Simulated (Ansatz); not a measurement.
# doublet BH(-): levels of theory in one basis

```yaml
atoms:
  - { symbol: B, position_ang: [-0.0333, -0.0370, -0.6497] }
  - { symbol: H, position_ang: [0.0235, -0.0410, 0.6286] }
```

Basis set: def2-SVP (spherical functions). Correlated methods keep 1 orbital frozen. Correlation on ROHF uses semicanonical orbitals with singles. Charge -1, multiplicity 2.

Computed with Ansatz (development build ahead of 0.2.0); each method stands on the lowest determinant of its kind that the runs found.

```json
{"method": "ROHF", "E − E(ROHF) (eV)": "0.00", "<S²> of the determinant": "–"}
{"method": "UHF", "E − E(ROHF) (eV)": "-0.15", "<S²> of the determinant": "1.10"}
{"method": "ROHF-MP2", "E − E(ROHF) (eV)": "-1.89", "<S²> of the determinant": "–"}
{"method": "ROHF-CCSD(T)", "E − E(ROHF) (eV)": "-2.55", "<S²> of the determinant": "–"}
{"method": "UHF-CCSD(T)", "E − E(ROHF) (eV)": "-2.54", "<S²> of the determinant": "1.10"}
```

(1) What does UHF-MP2 give on the same scale?

(2) Is a single determinant a sound starting point here?

## Answers

(1) -1.81 eV.

(2) Only with care. Unrestricted orbitals gain 0.15 eV and <S²> is 1.10 against 0.75 for a pure state, a contamination that matters most for the unrestricted series.

Caution: no diffuse functions for an anion. Caution for UHF, UHF-MP2, UHF-CCSD(T): the unrestricted determinant is spin contaminated.
